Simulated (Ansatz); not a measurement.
# HAl–NH, HAl–PH, HAl–AsH: vertical ionisation energies

Ansatz 0.2.0, basis cc-pVDZ; geometries are PBE0/def2-TZVP minima. Wave-function levels freeze the cores with the filled d shells of p-block atoms; HF, MP2 and coupled cluster are restricted for singlets and unrestricted otherwise, restricted open-shell where a d shell is frozen. The reference is CCSDT(Q) or CCSDTQ (coupled cluster only where its series has nearly closed). An error is the level's value less the reference. None of these values is a measured one. Energies are electronic, without zero-point terms. No spin–orbit coupling and no scalar relativity. The set is small: such energies can lie up to about 0.3 eV from the limit, spin gaps mostly less, so near ties and functionals' places can change in larger sets. The species are chosen: bound, without strong static correlation by their natural occupations or amplitudes, in their lowest spin state as far as vertical gaps and like structures tell, with only the lowest ion state computed, and with a ladder that closes on the reference, so errors are smaller than for species at large; levels whose determinant breaks symmetry or spin markedly are left out.

| species | bonds (Å) | quantity | symmetry of the states | reference | value (eV) | error CCSD | error CCSD(T) | error CCSDT |
| --- | --- | --- | --- | --- | --- | --- | --- | --- |
| HAl–NH, singlet | N–Al 1.614, Al–H 1.559, N–H 0.997, angles at N 169°, angles at Al 174° | vertical ionisation to the doublet | A' / A'' | CCSDT(Q) | 8.522 | -0.213 | -0.032 | -0.030 |
| HAl–PH, singlet | Al–P 2.131, Al–H 1.583, P–H 1.451, angles at P 75°, angles at Al 177° | vertical ionisation to the doublet | A' / A'' | CCSDT(Q) | 7.837 | -0.113 | -0.014 | -0.012 |
| HAl–AsH, singlet | Al–As 2.217, Al–H 1.583, As–H 1.572, angles at As 67°, angles at Al 172° | vertical ionisation to the doublet | A' / A'' | CCSDTQ | 7.699 | -0.099 | -0.012 | -0.009 |

The reference falls from N to As, by 0.823 eV in all.
